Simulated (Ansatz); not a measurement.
**CH4Si (SMILES C=[SiH2]) at MP2/STO-3G**

What is the energy change on altering one bond length of CH4Si at MP2/STO-3G? 

Program for the calculation: Ansatz 0.2.0.

43 further runs of the same task are left out: 43 set aside as unsound or not needed.

### 1 The system as given

The species is CH4Si (6 atoms), meant as a singlet with charge 0. SMILES: `C=[SiH2]`. Geometry: relaxed at GFN2-xTB.

Bond lengths: C1–Si2 1.748 Å, C1–H3 1.077 Å, C1–H4 1.077 Å, Si2–H5 1.458 Å, Si2–H6 1.458 Å. Angles: C1–Si2–H5 124.5°, C1–Si2–H6 124.6°, Si2–C1–H3 122.4°, Si2–C1–H4 122.5°, H5–Si2–H6 110.9°, H3–C1–H4 115.0°.

### 2 A single-point energy at MP2/STO-3G

molecule.yaml

```yaml
basis:
  gaussian: {orbitals: STO-3G}
crystal:
  periodic: [false, false, false]
  atoms:
    - {symbol: C, position_ang: [-0.738690, -0.547160, -0.265100]}
    - {symbol: Si, position_ang: [0.611270, 0.451760, 0.218260]}
    - {symbol: H, position_ang: [-1.408510, -0.996610, 0.448130]}
    - {symbol: H, position_ang: [-0.962920, -0.758160, -1.296740]}
    - {symbol: H, position_ang: [0.952980, 0.765970, 1.600750]}
    - {symbol: H, position_ang: [1.545870, 1.084200, -0.705300]}
total_charge: 0
correlation: {method: mp2, frozen_orbitals: {C: 1, H: 0, Si: 5}}
accuracy: high
```

Launch:

```
$ ansatz run molecule.yaml --threads 1 --pin off --max-ram 2610MiB --events-out events.jsonl --progress --plain --runs-dir runs
```

The log of the run:

```text
Warning: RAYON_NUM_THREADS=1 ignored (pool sized by the plan → 1); use --threads N
Functional definition: HF
  name "HF"
  exchange = exact_x
  correlation = 0
310 factors; integrals over basis functions are off by at most 1.1e-8 eV
mean field evaluation 1: about -8848.6178 eV, gradient 1.5e1 eV
mean field evaluation 2: about -8848.6331 eV, gradient 1.5e1 eV
mean field evaluation 4: about -8849.5159 eV, gradient 1.2e0 eV
mean field evaluation 8: about -8849.5255 eV, gradient 1.7e-2 eV
mean field -8849.52545805 eV, -325.2140621594 hartree, gradient 2.9e-8 eV, S^2 0.000000; 0 other end points of the search recorded, 0 dependent functions left out; unrestricted orbitals would lower it
mean field evaluation 16: about -8850.1379 eV, gradient 1.8e-1 eV
6 core orbitals not correlated: weight in the atoms' cores, before any rotation towards them, 0.999 or more for the frozen orbitals, at most 0.000 for the correlated occupied ones
reference -8849.52545805 eV, -325.2140621594 hartree; 6, 6 occupied and 6, 6 virtual orbitals, 310 factors
second order -3.33090544 eV of doubles, -0.00000000 eV of singles
Total energy: -8852.85636349 eV, -325.3364706767 hartree
```

Wall time 0.12 s (1 thread of Arm Neoverse V1, shared host).

### 3 The distorted shape

in.yaml

```yaml
crystal:
  periodic: [false, false, false]
  atoms:
    - {symbol: C, position_ang: [-0.972352, -0.705278, -0.034198]}
    - {symbol: Si, position_ang: [0.377608, 0.293642, 0.449162]}
    - {symbol: H, position_ang: [-1.642172, -1.154728, 0.679032]}
    - {symbol: H, position_ang: [-1.196582, -0.916278, -1.065838]}
    - {symbol: H, position_ang: [0.719318, 0.607852, 1.831652]}
    - {symbol: H, position_ang: [1.545870, 1.084200, -0.705300]}
basis:
  gaussian: {orbitals: STO-3G}
correlation: {method: mp2, frozen_orbitals: {C: 1, H: 0, Si: 5}}
accuracy: high
```

Launch:

```
$ ansatz run in.yaml --threads 1 --pin off --max-ram 2610MiB --events-out events.jsonl --progress --plain --runs-dir runs
```

The log of the run:

```text
Warning: RAYON_NUM_THREADS=1 ignored (pool sized by the plan → 1); use --threads N
[... 4 set-up lines as earlier in the session ...]
310 factors; integrals over basis functions are off by at most 1.2e-8 eV
mean field evaluation 1: about -8846.9812 eV, gradient 1.6e1 eV
mean field evaluation 2: about -8846.9913 eV, gradient 1.6e1 eV
mean field evaluation 4: about -8847.9800 eV, gradient 1.3e0 eV
mean field evaluation 8: about -8847.9921 eV, gradient 1.9e-2 eV
mean field -8847.99212439 eV, -325.1577131868 hartree, gradient 4.9e-8 eV, S^2 0.000000; 1 other end points of the search recorded, 0 dependent functions left out; unrestricted orbitals would lower it
mean field evaluation 16: about -8848.1771 eV, gradient 6.6e0 eV
6 core orbitals not correlated: weight in the atoms' cores, before any rotation towards them, 1.000 or more for the frozen orbitals, at most 0.000 for the correlated occupied ones
reference -8847.99212439 eV, -325.1577131868 hartree; 6, 6 occupied and 6, 6 virtual orbitals, 310 factors
second order -3.55719236 eV of doubles, -0.00000000 eV of singles
Total energy: -8851.54931674 eV, -325.2884375948 hartree
```

It took 0.12 s on 1 thread of Arm Neoverse V1, shared host.

### 4 Summary of results

At MP2/STO-3G, 6 core orbitals frozen:

```
                                                          quantity          value
                                         first shape: total energy  -325.33647 Eh
          first shape: correlation energy (6 core orbitals frozen)     -122.4 mEh
                                     distorted shape: total energy  -325.28844 Eh
      distorted shape: correlation energy (6 core orbitals frozen)     -130.7 mEh
energy change with the Si2–H6 bond stretched from 1.458 to 1.823 Å       1.307 eV
```

In words: With the Si2–H6 bond stretched from 1.458 to 1.823 Å the energy rises by 1.31 eV (126 kJ/mol). The first shape isn't relaxed at this level, so the change isn't measured from a minimum. The minimal basis adds a large error of its own. The restricted solution (first shape) is unstable to spin breaking: an unrestricted one lies lower. The restricted solution (distorted shape) is unstable to spin breaking: an unrestricted one lies lower.
